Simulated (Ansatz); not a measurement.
Relaxing Pd

Theory: Ansatz, DFT r2SCAN, scalar-relativistic, plane waves, PAW. Cutoff 500 eV, Γ-centred k mesh, Gaussian smearing, no spin polarisation in the final step.

Pd was placed on the omega structure type (P6/mmm, No. 191), at a guessed volume.

```
CELL_PARAMETERS angstrom
4.62086 0.00000 0.00000
-2.31043 4.00178 0.00000
0.00000 0.00000 2.83279
ATOMIC_POSITIONS crystal
Pd 0.00000 0.00000 0.00000
Pd 0.33333 0.66667 0.50000
Pd 0.66667 0.33333 0.50000
```

Cell and atoms relax at zero pressure; the relaxation can't lower the symmetry of the start. After a coarse first stage the cell is made exact in the group found at 0.06 Å.

Energies count from the standard state of Pd at the same level.

Question: Which crystal results?

Answer: It keeps P6/mmm (No. 191). The result has the omega structure. Conventional cell: a = 4.471 Å, c = 2.645 Å. Pd on Wyckoff site a (1 atom of the primitive cell) has 2 Pd at 2.64 Å and 12 Pd at 2.90 Å; around Pd on Wyckoff site d (2 atoms of the primitive cell) lie 5 Pd at 2.58–2.64 Å and 6 Pd at 2.90 Å.

```xyz
3
Lattice="4.4709 0.0000 0.0000 -2.2355 3.8719 0.0000 0.0000 0.0000 2.6448" Properties=species:S:1:pos:R:3 pbc="T T T"
Pd    0.0000    0.0000    0.0000
Pd    0.0000    2.5813    1.3224
Pd    2.2355    1.2906    1.3224
```

Question: What are its volume, energy, density and gap?

Answer: The volume per atom is 15.26 Å³, the density is 11.58 g/cm³ and the energy over the standard structure is 0.12 eV/atom. The gap on the 12×12×18 mesh is 0 eV (a metal).

The final run used a 12×12×18 mesh on its 3-atom cell and 0.10 eV smearing. The k mesh leaves about 4 meV/atom of noise in metals. A structure relaxed within its symmetry needn't be a true minimum. The steps took of the order of 2.4 core-minutes in all.